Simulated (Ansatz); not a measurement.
Wavefunction ladder for `CC(Cl)CF`

Cartesian coordinates in Å:
```
C 0.1298 1.1316 -0.6165
C 0.5495 -0.1797 -0.0018
Cl 1.6547 0.0934 1.3824
C -0.6111 -0.9912 0.5324
F -1.4582 -1.3073 -0.5135
H 0.9937 1.6767 -0.9975
H -0.3797 1.7572 0.1194
H -0.5557 0.9380 -1.4448
H 1.1131 -0.7825 -0.7157
H -0.2610 -1.9218 0.9842
H -1.1752 -0.4145 1.2713
```

The species carries charge 0 and has multiplicity 1. The structure was optimised at the PBE0-D4/def2-TZVP level. It is one conformer, not always the lowest. Frozen core, restricted reference, Ansatz. CBS rows extrapolate triple and quadruple zeta; past MP2 they add the triple-zeta difference.

| basis | HF (Eh) | MP2 corr. |
| --- | --- | --- |
| def2-SVP | -675.72377 | -0.74381 |
| def2-TZVPP | -676.13824 | -0.95882 |
| def2-QZVPP | -676.16076 | -1.03607 |

Q: Estimate the CCSD correlation energy and the (T) correction in each basis where they were run (hartree).

A: 
```tsv
basis	CCSD corr.	(T)
def2-SVP	-0.79621	-0.01984
def2-TZVPP	-1.00513	-0.03803
CBS(def2)	-1.13961	as TZ
```
